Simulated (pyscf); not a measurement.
A first-order saddle from PySCF, ωB97X-D3(BJ)/def2-SVP:

```xyz
5

O      0.5976     0.5793     1.8433
Ge    -0.3208    -0.4966     1.0737
O     -1.0392    -1.8407     0.4506
Cl    -2.2540     0.4990    -0.4188
H     -2.0278    -0.8578    -0.2935
```
Charge 0, spin multiplicity 1.

Surface: singlet, charge 0. Lowest wavenumbers (cm⁻¹): 376i, 144, 210, 278, 662.

### Question
Name the species on either side of this saddle.

### Answer
O=Ge=O + HCl <-> O=Ge(OH)–Cl, an addition across a multiple bond or ene-type step read from left to right: Cl–H broken and Cl–Ge, H–O formed. At CCSD(T)/def2-TZVPP + ΔMP2(QZVPP) it lies -1.9 kcal/mol from the left side and +52.0 kcal/mol from the right (each side as separated species at their lowest minima found). On the reactant side the descent ends in a bound adduct, 8.0 kcal/mol under the separated species and 2.0 kcal/mol under the saddle at ωB97X-D3(BJ)/def2-TZVP. At CCSD(T) the saddle lies under the separated reactants, which points to a path from their complex (located at ωB97X-D3(BJ) alone). At ωB97X-D3(BJ) the barrier from the zero used here is -6.1 kcal/mol. This is the saddle that the search found; another between the same sides may lie lower. The CCSD(T) − MP2 part came from Ansatz, without density fitting, on the same reference. The frozen core leaves the outer d or s,p core shells of the metals and heavy elements correlated in the MP2 and CC values, and def2-TZVPP describes them poorly, which can shift differences by a few kcal/mol. Elements up to Kr have no core potential and no relativistic terms here.
